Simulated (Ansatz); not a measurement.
# BF2 radical: one species, many methods

One table from this session's results is given with a row withheld; the runs are named, their logs left out.

The runs use Ansatz 0.2.0, Gaussian basis; functionals in def2-TZVPP, the program's frozen cores in correlated methods.

Levels to be run: LDA (SPW92), PBE-D4, revPBE-D4, BLYP-D4, r2SCAN-D4, B97M-V, PBE0-D4, B3LYP-D4, r2SCANh-D4, r2SCAN0-D4, HSE06-D4, BHLYP-D4, CAM-B3LYP-D4, LC-ωPBE, ωB97X-V, ωB97M-V, B2PLYP, PBE-QIDH; CCSD(T)/def2-SVP; CCSD(T)/def2-TZVPP; CCSD(T)/def2-QZVPP; extrapolation to the limit; RPA on PBE.

## Structure used throughout

All runs share one geometry, relaxed beforehand with PBE0-D4 in a triple-zeta def2 set.

SMILES `F[B]F`, 3 atoms, charge 0, spin multiplicity 2.

Atoms are counted from 1 here; the program's logs count them from 0.

Bond lengths: F1–B2 1.306 Å, B2–F3 1.306 Å. Angles: F1–B2–F3 121.1°.

Set-up of the first run:

File in.yaml:

```yaml
crystal:
  periodic: [false, false, false]
  atoms:
    - {symbol: F, position_ang: [0.513056, -1.044331, 0.159989]}
    - {symbol: B, position_ang: [0.278958, 0.240495, 0.181287]}
    - {symbol: F, position_ang: [-0.802914, 0.738936, -0.354576]}
basis:
  gaussian: {orbitals: def2-TZVPP}
magnetization: {spin_polarized: true, initial_magnetization: 1}
hamiltonian: {xc: lda}
output: {orbitals: {seedname: orbitals}}
```

Among the steps run: LDA; PBE-D4 (GGA); revPBE-D4 (GGA); BLYP-D4 (GGA); r2SCAN-D4 (meta-GGA); B97M-V (meta-GGA); PBE0-D4 (hybrid); B3LYP-D4 (hybrid); r2SCANh-D4 (hybrid); r2SCAN0-D4 (hybrid); HSE06-D4 (hybrid); BHLYP-D4 (hybrid); CAM-B3LYP-D4 (range-separated); LC-ωPBE-D4 (range-separated; the results give it without D4); ωB97X-V (range-separated); ωB97M-V (range-separated); B2PLYP (double hybrid); PBE-QIDH (double hybrid).

One of the session's tables, all rows but one given; the rest of the session is left out.

It belongs to the step «Frontier levels by functional». 

```
  functional  HOMO (eV)  LUMO (eV)  gap (eV)
 LDA (SPW92)          ?          ?         ?
      PBE-D4      -5.79      -3.24      2.55
   revPBE-D4      -5.76      -3.07      2.68
     BLYP-D4      -5.63      -3.44      2.19
   r2SCAN-D4      -6.22      -2.55      3.67
      B97M-V      -5.82      -3.62      2.20
     PBE0-D4      -7.26      -2.20      5.06
    B3LYP-D4      -6.96      -2.80      4.16
  r2SCANh-D4      -6.76      -2.26      4.50
  r2SCAN0-D4      -7.57      -1.86      5.71
    HSE06-D4      -6.84      -2.58      4.27
    BHLYP-D4      -8.60      -1.59      7.01
CAM-B3LYP-D4      -8.66      -1.56      7.10
     LC-ωPBE     -10.16       0.14     10.30
     ωB97X-V      -9.57      -0.48      9.09
     ωB97M-V      -9.16      -0.71      8.45
```

Estimate the missing values for LDA (SPW92).

As computed: HOMO (eV): -5.76; LUMO (eV): -3.81; gap (eV): 1.95.
